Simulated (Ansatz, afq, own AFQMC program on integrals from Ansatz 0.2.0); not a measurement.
AFQMC on a folder of integrals that Ansatz 0.2.0 wrote.

```yaml
crystal:
  periodic: [false, false, false]
  atoms:
    - {symbol: Al, position_ang: [0.000000, -0.081048, 0.000000]}
    - {symbol: H, position_ang: [0.000000, 1.084792, -1.232881]}
    - {symbol: H, position_ang: [0.000000, 1.084792, 1.232880]}
basis:
  gaussian: {orbitals: "6-31++G**"}
total_charge: -1
magnetization: {spin_polarized: false, initial_magnetization: 2}
correlation: {method: ccsd_t, electrons: outside_noble_gas, hamiltonian_folder: ham}
```

```sh
$ ansatz run in.yaml --threads 1 --pin off --events-out ev --progress --plain --max-ram 1843MiB
```

Options of the walk:

```
--method free --trial cisd --walkers 50 --time-step 0.05 --max-blocks 30 --target-error 0.00058 --factor-cut 0.001 --seed 4460 --times 0.0,0.4,0.8,1.6,2.4 --taylor-order 6
```

Times are imaginary, in 1/Eh. The walk had a cap of 202 s.

Output of the walk:

```
orbitals 30  electrons 4 2  factors 134 of 295
reference energy -242.99858834 Eh
CCSD correlation -0.07723683 Eh in 10 cycles, weight of the determinant in the CISD state 0.9373
repeat  energy at the last time / Eh  error
    10  -243.078042  0.000198
    20  -243.077942  0.000113
    30  -243.077788  0.000104
time / (1/Eh)  energy / Eh  error  mean overlap
  0.00  -243.075794  0.000039  1.0664
  0.40  -243.076872  0.000054  1.0689
  0.80  -243.077316  0.000070  1.0772
  1.60  -243.077684  0.000077  1.0854
  2.40  -243.077788  0.000104  1.1009
energy -243.077788 +/- 0.000104 Eh
```

The run passed its tests (error under three times the target), which doesn't prove that it has relaxed.

Against this walk (error 2.8 meV) on the same determinant: CCSD(T) 8.3 meV higher, CCSDT(Q) 7.9 meV lower, full CI (a separate run on its own orbitals, whose frozen core shifts it by up to a few meV) 8.1 meV lower. The error is statistical, and a free projection of finite length keeps a remainder of its start. The projection is still falling at its last time (meV from the last point: 54.3 ± 1.1 at 0.00, 24.9 ± 1.5 at 0.40, 12.9 ± 1.9 at 0.80, 2.8 ± 2.1 at 1.60, 0 ± 3 at 2.40), so its energy is a cut-off value, and the gaps above aren't errors of the other methods.

Cautions: remainder of the start not in the error; another spin lies lower (by 830 meV); at this level and basis the anion state lies above a neutral one; full CI with its own frozen core; the coarse factor cut changes the integrals a little; the time-step error isn't removed.

The walk took 7.1 s on 1 thread of Intel(R) Xeon(R) 6975P-C (Granite Rapids) (shared host). The log's last line is the free-projection energy.

CCSDT and higher add their correlation energy to the determinant of the CCSD(T) run, since their own runs factorise the integrals more tightly (a shift of under 2 meV). A walk keeps the symmetry of its determinant, which the program's search chose and which needn't be the lowest solution, so a lower state of the same spin and another symmetry isn't excluded.
